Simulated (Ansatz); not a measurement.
# Si₂H₄O (SMILES O1[SiH2][SiH2]1): a relaxed scan of the bond length Si3–H7

One table from this session's results is given with a row withheld; the runs are named, their logs left out.

Computed with Ansatz 0.2.0, Gaussian basis. Level: single points in def2-TZVPP.

Levels: PBE-D4, r2SCAN-D4, PBE0-D4, B3LYP-D4, wB97M-V, Hartree-Fock, MP2, CCSD, CCSD(T). The scan takes 1.305, 1.357, 1.433, 1.521, 1.619, 1.724, 1.836, 1.954, 2.077 Å.

Cores are frozen in the correlated methods. B3LYP uses VWN-RPA correlation.

117 further runs of the same task are left out: 117 set aside as unsound or not needed.

## The starting structure

SMILES `O1[SiH2][SiH2]1`, 7 atoms, charge 0, spin multiplicity 1.

Atoms are counted from 1 here; the program's logs count them from 0.

Bond lengths: O1–Si2 1.697 Å, O1–Si3 1.699 Å, Si2–Si3 2.238 Å, Si2–H4 1.454 Å, Si2–H5 1.454 Å, Si3–H6 1.454 Å, Si3–H7 1.454 Å. Angles: Si2–O1–Si3 82.5°, O1–Si2–Si3 48.8°, O1–Si2–H4 109.6°, O1–Si2–H5 109.6°, Si3–Si2–H4 122.5°, Si3–Si2–H5 122.4°, H4–Si2–H5 115.1°, O1–Si3–Si2 48.7°, O1–Si3–H6 109.6°, O1–Si3–H7 109.4°, Si2–Si3–H6 122.4°, Si2–Si3–H7 122.3°, H6–Si3–H7 115.2°.

As a file:

```xyz
7
H4OSi2
O    -0.72100   -0.43217    0.66844
Si   -0.57326   -0.05664   -0.97976
Si    0.84608    0.22034    0.72818
H    -0.61964   -1.27962   -1.76539
H    -1.56212    0.94628   -1.34262
H     0.84486    1.41482    1.55731
H     1.78506   -0.81300    1.13385
```

Set-up of the first run:

relax/in.yaml reads:

```yaml
crystal:
  periodic: [false, false, false]
  atoms:
    - {symbol: O, position_ang: [-0.721000, -0.432170, 0.668440]}
    - {symbol: Si, position_ang: [-0.573260, -0.056640, -0.979760]}
    - {symbol: Si, position_ang: [0.846080, 0.220340, 0.728180]}
    - {symbol: H, position_ang: [-0.619640, -1.279620, -1.765390]}
    - {symbol: H, position_ang: [-1.562120, 0.946280, -1.342620]}
    - {symbol: H, position_ang: [0.844860, 1.414820, 1.557310]}
    - {symbol: H, position_ang: [1.785060, -0.813000, 1.133850]}
basis:
  gaussian: {orbitals: def2-TZVP}
hamiltonian: {xc: pbe0, dispersion: d4}
relax: {f_tol: 0.005, max_steps: 200}
```

Launch:

```console
$ ansatz run in.yaml --threads 2 --pin off --events-out ev --progress --plain --max-ram 4352MiB
```

Steps of the session up to this table: Finding the minimum; Reference energies at the minimum; Si3–H7 = 1.305 Å; Si3–H7 = 1.357 Å; Si3–H7 = 1.433 Å; Si3–H7 = 1.521 Å; Si3–H7 = 1.619 Å; Si3–H7 = 1.724 Å; Si3–H7 = 1.836 Å; Si3–H7 = 1.954 Å; Si3–H7 = 2.077 Å.

One of the session's tables, all rows but one given; the rest of the session is left out.

Energies less that of the minimum at the same level (meV):

```
bond length (Å)  PBE-D4  PBE0-D4  B3LYP-D4  wB97M-V  Hartree-Fock
          1.305     397      371       351      338           341
          1.357     191      171       158      148           147
          1.433      32       24        19       15            13
1.483 (minimum)       0        0         0        0             0
          1.521       ?        ?         ?        ?             ?
          1.619     108      135       142      157           173
          1.724     314      365       370      405           443
          1.836     591      671       663      736           803
          1.954     926     1037      1019     1119          1223
          2.077    1291     1437      1409     1531          1678
```

Estimate the missing values for bond length (Å) = 1.521.

As computed: PBE-D4: 5; PBE0-D4: 12; B3LYP-D4: 15; wB97M-V: 18; Hartree-Fock: 22.

Limits of these values: A polynomial through the near points puts the CCSD(T) minimum 0.006 Å below the PBE0-D4 value.
